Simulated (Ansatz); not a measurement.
```yaml
crystal:
  periodic: [false, false, false]
  atoms:
    - {symbol: Hf, position_ang: [0.000000, 0.000000, 0.000000]}
    - {symbol: F, position_ang: [0.000000, 0.000000, 2.020000]}
basis:
  gaussian: {orbitals: def2-TZVP}
total_charge: 1
magnetization: {spin_polarized: true, initial_magnetization: 2}
hamiltonian: {xc: pbe0}
relax: {f_tol: 0.004, max_steps: 80}
```

```sh
$ ansatz run in.yaml --threads 1 --pin off --events-out ev --progress --plain --max-ram 2176MiB
```

Steps of the relaxation (energy above the last step; positions in Å, forces in eV/Å):

```
2
step 1, 536.3 meV
Hf    0.000    0.000    0.000    0.000    0.000    4.446
F     0.000    0.000    2.020    0.000    0.000   -4.446
```

```
2
step 2, 19.5 meV
Hf    0.000    0.000    0.118    0.000    0.000   -1.249
F     0.000    0.000    1.902    0.000    0.000    1.249
```

```
2
step 3, 0.3 meV
Hf    0.000    0.000    0.100    0.000    0.000    0.146
F     0.000    0.000    1.920    0.000    0.000   -0.146
```

```
2
step 4, 0.0 meV
Hf    0.000    0.000    0.102    0.000    0.000    0.003
F     0.000    0.000    1.918    0.000    0.000   -0.003
```

Close pairs at the end: Hf1–F2 1.816 Å.

A stationary point of unrestricted PBE0 after 4 steps, with ⟨S²⟩ = 2.002 against 2.00 for a pure state. 17 s on 1 thread of Intel Xeon Platinum 8375C, shared host.
